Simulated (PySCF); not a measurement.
Run record: geometry optimisation, `O=N/C=C/Cl`.

Method: PBE0-D3(BJ)/def2-SVP geometry optimisation, gas phase (PySCF 2.14.0). Start geometry: GFN2-xTB. The input is one job of a driver script: a line of settings, then coordinates in Å.

Command:
```bash
OMP_NUM_THREADS=1 python probes_run.py task.json out
```

Input:
```
{"job": {"xc": "PBE0", "basis": "def2-SVP", "d3": "d3bj", "grid": 1, "shake": 0.01, "kind": "geom"}, "charge": 0, "multiplicity": 1}
O     -2.016600    -0.681300    -0.117160
N     -1.490360     0.384470     0.182630
C     -0.181970     0.605440    -0.084520
C      0.773120    -0.395060    -0.041340
Cl     2.409820    -0.168310     0.047840
H      0.120570     1.653520    -0.073080
H      0.419370    -1.427850     0.035700
```

Output:
```
step   0  E = -666.78493716  max force = 0.059333
step   1  E = -666.78970511  max force = 0.020061
step   2  E = -666.79108906  max force = 0.008614
step   3  E = -666.79162484  max force = 0.011997
step   4  E = -666.79198898  max force = 0.006072
step   5  E = -666.79207262  max force = 0.002871
step   6  E = -666.79214676  max force = 0.001855
step   7  E = -666.79217047  max force = 0.000524
step   8  E = -666.79218238  max force = 0.000619
step   9  E = -666.79219629  max force = 0.000663
step  10  E = -666.79220130  max force = 0.000480
step  11  E = -666.79220299  max force = 0.000244
optimisation converged
```

Energies in Eh; «max force» is the largest Cartesian gradient component in Eh/bohr.

**Question.** How much energy does the optimisation release, in eV?

**Answer.** E(step 0) − E(last step) = 0.007266 Eh, which is 0.198 eV.

**Question.** Give the first gradient maximum in eV/Å.

**Answer.** With 1 Eh/bohr = 51.422 eV/Å, 3.051 eV/Å.

Summary of the converged run: final energy -666.79220 Eh after 11 steps; dipole 2.24 D.

**Question.** Give the final coordinates.

**Answer.** 0.095 Å rms from the input after alignment:
```
atom  x, y, z in Å
O1    -1.8967   -0.7902   -0.1057
N2    -1.5726    0.3633    0.0056
C3    -0.1631    0.6222   -0.0143
C4     0.7403   -0.3681    0.0103
Cl5    2.4218   -0.1266    0.0387
H6     0.0973    1.6818   -0.0042
H7     0.4077   -1.4109    0.0191
```

Time: 28 s wall; peak memory 0.36 GiB. Hardware: one thread of an Arm Neoverse V2, shared host.
Labels such as C1 count atoms from 1, the log's own numbers from 0.
